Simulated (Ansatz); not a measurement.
`F/C(Cl)=C(/F)Cl` + H₂ → `F/C=C(\F)Cl` + HCl at 600 K and 1 bar (hydrogenolysis of a C–Cl bond).

Calculated with Ansatz (gas phase, PBE0-D4/def2-TZVP geometries, no zero-point term in ΔE). CBS: MP2 limit from def2 TZ/QZ plus the TZ coupled-cluster correction, frozen cores. This one scheme is used for every species. Double bonds are as drawn, so ΔE can hold a change between cis and trans.

| species | CCSD(T)/CBS energy (Eh) | H − E (kJ/mol) | S (J/(mol·K)) |
| --- | --- | --- | --- |
| `F/C(Cl)=C(/F)Cl` | -1195.17953 | 97.4 | 395.1 |
| H₂ | -1.17544 | 43.9 | 150.8 |
| `F/C=C(\F)Cl` | -736.00915 | 115.0 | 362.8 |
| HCl | -460.38127 | 35.4 | 207.2 |

H − E and S are ideal-gas, rigid-rotor, harmonic terms from PBE0-D4/def2-TZVP. For small species the MP2-based limit differs from directly extrapolated CCSD(T) by up to some mEh (0.8 for H₂); such offsets cancel only in part. 1 Eh = 2625.50 kJ/mol, R = 8.31446 J/(mol·K).

Q: By hand: ΔE, ΔH, ΔS and ΔG.

A: ΔE = (-736.00915) + (-460.38127) − (-1195.17953) − (-1.17544) = -0.03545 Eh = -93.1 kJ/mol. Δ(H − E) = 115.0 + 35.4 − 97.4 − 43.9 = 9.1, so ΔH = -84.0 kJ/mol. ΔS = 362.8 + 207.2 − 395.1 − 150.8 = 24.1 J/(mol·K). ΔG = -84.0 − 600 × (24.1)/1000 = -98.5 kJ/mol.

Q: By hand: the equilibrium constant, and the temperature at which ΔG would vanish if ΔH and ΔS stayed fixed.

A: log₁₀ K = −ΔG/(RT ln 10) = 8.6. ΔH and −TΔS have one sign here, so there is no such temperature.

ΔH outweighs TΔS. A doubt of 5 kJ/mol in ΔE shifts log₁₀ K by 0.4 here. These are equilibria of isolated gas molecules and say nothing of rates. Largest T1 diagnostic: 0.012 (customary marks: 0.02 for closed shells, 0.045 for open ones).
